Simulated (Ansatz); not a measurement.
Task: a geometry optimisation of C3H4O2, SMILES C=CC(=O)O, with the Ansatz DFT code, driven from Python. Give the script and its output. Settings: CAM-B3LYP, 6-31G* basis, multiplicity 1.

```xyz
9

C    -0.2335    0.3384   -1.3807
C    -0.1814   -0.5917   -0.4780
C     0.1344   -0.3656    0.9208
O     0.3358   -1.2411    1.7626
O     0.3776    0.9137    1.2283
H    -0.5408    0.1648   -2.4211
H    -0.0872    1.4293   -1.1406
H    -0.3108   -1.6085   -0.7515
H     0.5943    0.9143    2.2430
```

Script `opt_c3h4o2.py`:
```python
"""Geometry optimisation of C3H4O2."""

import warnings

import ansatz
from ase import Atoms
import numpy as np


def main() -> None:
    warnings.simplefilter("ignore", ansatz.DeckWarning)

    atoms = Atoms(["C", "C", "C", "O", "O", "H", "H", "H", "H"], positions=[
        (-0.2335, 0.3384, -1.3807),
        (-0.1814, -0.5917, -0.478),
        (0.1344, -0.3656, 0.9208),
        (0.3358, -1.2411, 1.7626),
        (0.3776, 0.9137, 1.2283),
        (-0.5408, 0.1648, -2.4211),
        (-0.0872, 1.4293, -1.1406),
        (-0.3108, -1.6085, -0.7515),
        (0.5943, 0.9143, 2.243),
    ])
    mol = ansatz.Crystal.molecule_from_ase(atoms)

    model = (
        mol.calculation()
        .basis(gaussian="6-31G*")
        .functional("cam_b3lyp")
    )
    symbols = [site.symbol for site in mol.cartesian_sites]
    start = np.array([site.position_ang for site in mol.cartesian_sites], dtype=float)
    def progress(event):
        if event["event"] == "relax_step":
            row = event["data"]
            print(f"step {row['step']:3d}  E = {row['lagrangian_ev']:.6f} eV  max force {row['allowed_force_max_ev_ang']:.4f} eV/A")


    data = model.relax(force_tolerance=0.01).session().plan().execute(on_event=progress).report
    end = np.array(data["positions_ang"])

    print(f"E = {data['free_energy_ev']:.6f} eV = {data['free_energy_ev'] / 27.211386246:.7f} Ha")
    print("converged:", data["converged"], " doubts:", data["published_state_doubts"] or "none")

    print("bond        before    after (A)")
    for i, j in [(0, 1), (0, 5), (0, 6), (1, 2), (1, 7), (2, 3), (2, 4), (4, 8)]:
        d0, d1 = (np.linalg.norm(xyz[i] - xyz[j]) for xyz in (start, end))
        print(f"{symbols[i]}{i}-{symbols[j]}{j}".ljust(10), f"{d0:8.4f} {d1:8.4f}")
    with open("c3h4o2_opt.xyz", "w") as handle:
        handle.write(f"{len(symbols)}\nrelaxed C3H4O2\n")
        handle.writelines(f"{s:2s} {x:11.6f} {y:11.6f} {z:11.6f}\n" for s, (x, y, z) in zip(symbols, end))


if __name__ == "__main__":
    main()
```

```console
$ python opt_c3h4o2.py
step   1  E = -7266.312645 eV  max force 3.2659 eV/A
step   2  E = -7266.431772 eV  max force 1.5978 eV/A
step   3  E = -7266.561373 eV  max force 0.8191 eV/A
step   4  E = -7266.575976 eV  max force 0.3466 eV/A
step   5  E = -7266.578553 eV  max force 0.3912 eV/A
step   6  E = -7266.581803 eV  max force 0.0595 eV/A
step   7  E = -7266.582079 eV  max force 0.0113 eV/A
step   8  E = -7266.582092 eV  max force 0.0020 eV/A
E = -7266.582175 eV = -267.0419695 Ha
converged: True  doubts: none
bond        before    after (A)
C0-C1        1.2972   1.3288
C0-H5        1.0986   1.0852
C0-H6        1.1265   1.0846
C1-C2        1.4517   1.4784
C1-H7        1.0609   1.0846
C2-O3        1.2311   1.2087
C2-O4        1.3380   1.3501
O4-H8        1.0376   0.9728
```

File `c3h4o2_opt.xyz` afterwards:
```text
9
relaxed C3H4O2
C    -0.265189    0.378024   -1.383981
C    -0.157554   -0.597048   -0.487632
C     0.185563   -0.374386    0.933086
O     0.286919   -1.257586    1.751990
O     0.380275    0.924422    1.245928
H    -0.519336    0.166466   -2.417578
H    -0.102584    1.415155   -1.111546
H    -0.316338   -1.639420   -0.741781
H     0.596645    0.937971    2.194314
```

Reading the output:
- Total energies depend on the basis set; only differences at equal settings carry meaning.
- The end point is the stationary point reached from this start; no frequency run checks that it is a minimum, and the basis set is modest.
- Run time: 28 s on 1 thread of Arm Neoverse V2, on a shared host, peak memory 0.25 GiB.

(Lines on the test bed's own set-up are left out of the output.)
